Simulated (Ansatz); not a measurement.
## C₂H₄, SMILES C=C: a short molecular-dynamics run, step by step

Computed with Ansatz's Python interface.

Run as a notebook:

In [1]:
```python
from dataclasses import dataclass
import warnings

import ansatz as az
import numpy as np
from rdkit import Chem
from rdkit.Chem import AllChem
```

In [2]:
```python
@dataclass(frozen=True)
class Settings:
    basis: str = "6-31G"
    functional: str = "pbe"
    n_steps: int = 20
    temperature_k: int = 800
```

In [3]:
```python
settings = Settings()
```

In [4]:
```python
warnings.simplefilter("ignore", az.DeckWarning)

rd = Chem.AddHs(Chem.MolFromSmiles("C=C"))
AllChem.EmbedMolecule(rd, randomSeed=583)
AllChem.UFFOptimizeMolecule(rd)
mol = az.Crystal.molecule()
for atom, xyz in zip(rd.GetAtoms(), rd.GetConformer().GetPositions()):
    mol = mol.atom(atom.GetSymbol(), xyz.round(5).tolist())
```

In [5]:
```python
model = (
    mol.calculation()
    .basis(gaussian=settings.basis)
    .functional(settings.functional)
    .md("nvt_langevin", timestep=0.5, steps=settings.n_steps, temperature=settings.temperature_k, initial_velocities="maxwell_boltzmann", seed=18, friction=0.02)
)
frames = []
model.session().plan().execute(on_event=lambda e: frames.append(e["data"]) if e["event"] == "md_step" else None)
print("t (fs)   E_pot (eV)      E_kin (eV)   T (K)   d(0-1) (A)")
for f in frames[::2]:
    xyz = np.array(f["positions_ang"])
    print(f"{f['time_fs']:6.2f} {f['lagrangian_ev']:14.5f} {f['e_kin_ev']:10.5f} {f['temperature_k']:8.1f} {np.linalg.norm(xyz[0] - xyz[1]):9.4f}")
print("mean temperature", round(float(np.mean([f["temperature_k"] for f in frames])), 1), "K")
```
```text
t (fs)   E_pot (eV)      E_kin (eV)   T (K)   d(0-1) (A)
  0.00    -2134.79958    0.51704    666.7    1.3310
  1.00    -2134.75620    0.52901    682.1    1.3338
  2.00    -2134.70998    0.47672    614.7    1.3360
  3.00    -2134.70449    0.51795    667.8    1.3394
  4.00    -2134.70270    0.42336    545.9    1.3432
  5.00    -2134.65859    0.41321    532.8    1.3471
  6.00    -2134.56014    0.32244    415.8    1.3529
  7.00    -2134.46198    0.15912    205.2    1.3576
  8.00    -2134.43851    0.16820    216.9    1.3605
  9.00    -2134.47613    0.29953    386.2    1.3653
 10.00    -2134.47594    0.39553    510.0    1.3729
mean temperature 495.6 K
```

Notes:
- Total energies depend on the basis set; only differences at equal settings carry meaning.
- The trajectory is only some femtoseconds long, so its temperature is not equilibrated; where the script doesn't relax first, it starts from a rough generated geometry.
- The printed temperature counts all 3N degrees of freedom under Langevin dynamics, so the first row lies under the target.
- Finished in 6.2 s on 1 thread of Intel(R) Xeon(R) 6975P-C (Granite Rapids), on a shared host, peak memory 0.21 GiB.

(Lines on the test bed's own set-up are left out of the output.)
